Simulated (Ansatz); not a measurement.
# CH2P2 (SMILES P#CP): the energy, rung by rung

CH2P2: 5 atoms, total charge 0, spin state singlet. As SMILES, `P#CP`. The shape is that of a GFN2-xTB optimisation.

```
atom    x (Å)    y (Å)    z (Å)
   P  -0.1843  -1.5262   1.8555
   C  -0.1794  -0.4633   0.7115
   P  -0.3452   0.8380  -0.4454
   H  -0.3139   0.0252  -1.5859
   H   1.0227   1.1262  -0.5357
```

Quantity: the energy change with the C2–P3 bond stretched from 1.749 to 2.186 Å, in eV. The values are calculated.

```
                        level                    kind  program  value (eV)  less FCI/STO-3G  CPU time (all runs)
       HF/STO-3G (restricted)            Hartree–Fock   Ansatz        1.54            +0.52               0.32 s
      PBE/STO-3G (restricted)                     GGA   Ansatz        1.08            +0.06                2.8 s
   r2SCAN/STO-3G (restricted)                meta-GGA   Ansatz        1.16            +0.14                7.4 s
     PBE0/STO-3G (restricted)           global hybrid   Ansatz        1.28            +0.26                2.8 s
CAM-B3LYP/STO-3G (restricted)  range-separated hybrid   Ansatz        1.28            +0.26                2.9 s
   B2PLYP/STO-3G (restricted)           double hybrid   Ansatz        1.14            +0.12                4.1 s
  RPA@PBE/STO-3G (restricted)                     RPA   Ansatz        0.86            -0.16                4.2 s
      MP2/STO-3G (restricted)     perturbation theory   Ansatz        1.11            +0.09               0.39 s
   CCSDTQ/STO-3G (restricted)   coupled cluster or CI   Ansatz        1.02             0.00                 18 s
                   FCI/STO-3G      exact in the basis   Ansatz        1.02             0.00                2 min
```

FCI/STO-3G is exact within its basis and frozen core, so for wave-function methods in that basis the difference is their error; functionals converge differently with the basis, so for them it is only a difference. The first shape isn't each level's own minimum. The values span 0.86 to 1.54 eV. All rows use very small basis sets, so none should be taken for the real molecule's value. Times are those of the runs behind each value, whatever else they computed, on shared processors of several kinds: orders of magnitude only.
